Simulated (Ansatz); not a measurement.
# CH5O (doublet): wave-function methods side by side at distance O1–H3 along a hydrogen transfer = 0.995 Å, cc-pVDZ

An exercise on one series of results from a longer session: the logs are not shown, and one member is left open.

Method: cc-pVDZ, core rule «outside noble gas», up to 2 orbitals frozen; program: Ansatz 0.2.0, Gaussian basis.

The runs, in order: UHF; CCSD(T) on ROHF; CCSD(T) on UHF; BCCD(T) on ROHF; CISD; CCSDT(Q) on ROHF; CCSDT(Q) on UHF; CASSCF and MRCISD+Q, 3 electrons in 3 orbitals; CASSCF and NEVPT2, 3 electrons in 3 orbitals.

### What is computed

The geometry derives from fragments relaxed apart (PBE0/def2-TZVP) and kept rigid, so it is no stationary point. A hydrogen atom is moved between rigid fragments.

7 atoms, charge 0, spin multiplicity 2.

Atoms are counted from 1 here; the program's logs count them from 0.

Bond lengths: O1–H2 0.960 Å, O1–H3 0.995 Å, H3–C4 1.301 Å, C4–H5 1.080 Å, C4–H6 1.080 Å, C4–H7 1.080 Å. Angles: H2–O1–H3 105.1°, O1–H3–C4 180.0°, H3–C4–H5 90.0°, H3–C4–H6 90.0°, H3–C4–H7 90.0°, H5–C4–H6 120.0°, H5–C4–H7 120.0°, H6–C4–H7 120.0°.

Coordinates:

```xyz
7
charge 0, multiplicity 2
O    -1.0672   -0.0283    0.0000
H    -1.3165    0.8983    0.0000
H    -0.0722   -0.0283    0.0000
C     1.2288   -0.0283    0.0000
H     1.2288   -1.1083    0.0000
H     1.2288    0.5118    0.9353
H     1.2288    0.5118   -0.9353
```

Set-up of the first run:

in.yaml

```yaml
crystal:
  periodic: [false, false, false]
  atoms:
    - {symbol: O, position_ang: [-1.067204, -0.028258, 0.000000]}
    - {symbol: H, position_ang: [-1.316513, 0.898317, 0.000000]}
    - {symbol: H, position_ang: [-0.072204, -0.028258, 0.000000]}
    - {symbol: C, position_ang: [1.228796, -0.028258, 0.000000]}
    - {symbol: H, position_ang: [1.228796, -1.108280, 0.000000]}
    - {symbol: H, position_ang: [1.228796, 0.511753, 0.935327]}
    - {symbol: H, position_ang: [1.228796, 0.511753, -0.935327]}
basis:
  gaussian: {orbitals: cc-pVDZ}
magnetization: {spin_polarized: true, initial_magnetization: 1}
hamiltonian: {xc: hf}
output: {orbitals: {seedname: orbitals}}
```

The run is started by

```sh
$ ansatz run in.yaml --threads 1 --pin off --events-out ev --progress --plain --max-ram 4096MiB --backend cpu
```

Among the steps run: UHF; CCSD(T) on ROHF; CCSD(T) on UHF; BCCD(T) on ROHF; CISD; CCSDT(Q) on ROHF; CCSDT(Q) on UHF; CASSCF and MRCISD+Q, 3 electrons in 3 orbitals; CASSCF and NEVPT2, 3 electrons in 3 orbitals.

One table of the session follows, with a row left open; its other results are not shown here.

```
       method  from UCCSDT(Q) (kcal/mol)
         ROHF                    +244.89
          UHF                          ?
         RMP2                     +24.03
         UMP2                     +24.69
         CISD                     +26.08
        RCCSD                      +5.68
        UCCSD                      +5.57
     RCCSD(T)                      +0.85
     UCCSD(T)                      +0.85
      BCCD(T)                      +0.84
       RCCSDT                      +0.45
       UCCSDT                      +0.44
    RCCSDT(Q)                      +0.02
    UCCSDT(Q)                          0
  CASSCF pair                    +231.59
  NEVPT2 pair                     +25.16
  MRCISD pair                     +23.73
MRCISD+Q pair                      +3.46
```

Q: Estimate the row for UHF from the others.

The run gave: from UCCSDT(Q) (kcal/mol): +240.38. In the column «from UCCSDT(Q) (kcal/mol)» it lies between CASSCF pair (+231.59) and ROHF (+244.89).

To keep in mind: Restricted and unrestricted rows rest on different reference determinants; where their highest levels disagree by more than a few hundredths of an eV, they describe different states and don't form one ladder.
